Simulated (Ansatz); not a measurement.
We consider rock-salt RbBr, described by B3LYP (VWN-RPA form) (Ansatz, a program for electronic structure, PAW).

Settings: plane-wave cutoff 520 eV, 6×6×6 k mesh, scalar-relativistic PAW data made under PBE.

Computed at the level's own relaxed cell.

Elastic tensor (GPa, Voigt notation, ions relaxed):

```
   26.1     4.3     4.3     0.0     0.0     0.0
    4.3    26.1     4.3     0.0     0.0     0.0
    4.3     4.3    26.1     0.0     0.0     0.0
    0.0     0.0     0.0     4.5     0.0     0.0
    0.0     0.0     0.0     0.0     4.5     0.0
    0.0     0.0     0.0     0.0     0.0     4.5
```

Worked from these constants: the tetragonal shear constant is C′ = (C11 − C12)/2 = 10.9 GPa against C44 = 4.5 GPa, so the C44 shear is the softer. The Zener ratio C44/C′ is 0.41 (1 for an isotropic solid), and the Cauchy pressure C12 − C44 is -0.2 GPa. With C11 + 2C12 = 34.7 GPa all three Born conditions hold; they don't test modes at the zone boundary.

Measured, for comparison: elastic constant C11 38.6 GPa (4 K, zero-point motion not removed, our sources range from 37.2 to 38.6; as tabulated in X. Wang et al., RSC Advances (2016)); elastic constant C12 4.74 GPa, elastic constant C44 4.08 GPa (4 K, zero-point motion not removed; as tabulated in X. Wang et al., RSC Advances (2016)). Computed (rounded) less measured: elastic constant C11 -32 % (-30 % to -32 % over the range), elastic constant C12 -10 %, elastic constant C44 +11 %.

Static lattice: no zero-point or thermal effects.
